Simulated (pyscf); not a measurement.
Thermochemistry of product channels of `[O]=[Nb](=[O])[Cl]` + `[FH]` on the singlet surface, in kcal/mol, from ωB97M-D3(BJ)/def2-TZVP energies (ideal gas, 1 atm, RRHO with modes under 100 cm⁻¹ raised to 100, one conformer, R ln 2 for chiral ones without a mode under 150 cm⁻¹). Structures and frequencies: ωB97X-D3(BJ)/def2-SVP in PySCF.

```json
[
 {"products": "`[O]=[Nb]([OH])([F])[Cl]`", "ΔE": "-79.1", "ΔH(298 K)": "-77.8", "ΔG(298 K)": "-67.7", "ΔG(600 K)": "-57.7"},
 {"products": "`[O]=[NbH]=[O]` + `[F][Cl]`", "ΔE": "+111.5", "ΔH(298 K)": "+109.1", "ΔG(298 K)": "+108.7", "ΔG(600 K)": "+108.4"}
]
```

These are energies of the channels, which say nothing of barriers. Elements past Kr carry the def2 core potentials, without spin-orbit coupling.
